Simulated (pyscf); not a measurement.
PySCF, gas phase, ωB97X-D3(BJ)/def2-SVP geometries.

Task: Estimate the classical barrier height and the reaction energy of HO–SiH₂–O–Si(OH)(OH)–OH (SMILES O[SiH2]O[Si](O)(O)O) + H₂ (SMILES [H][H]) → HO–Si(OH)(OH)–OH (SMILES O[Si](O)(O)O) + HO–SiH₃ (SMILES O[SiH3]) at ωB97M-D3(BJ)/def2-TZVP. The step runs on the singlet surface, breaks O–Si, H–H and forms H–O, H–Si; take the separated reactants as zero.

Result: ΔE‡ = 240.7 kJ/mol, ΔE = +115.0 kJ/mol. Zero-point energy shifts the barrier by +10.3 kJ/mol. It is a four-centre exchange, with an imaginary mode of 1214i cm⁻¹. On the product side the descent ends in a complex (not fully relaxed), 24.8 kJ/mol under the separated species and 147.0 kJ/mol under the saddle at ωB97X-D3(BJ)/def2-TZVP. One saddle was located; it need not be the lowest between these sides.
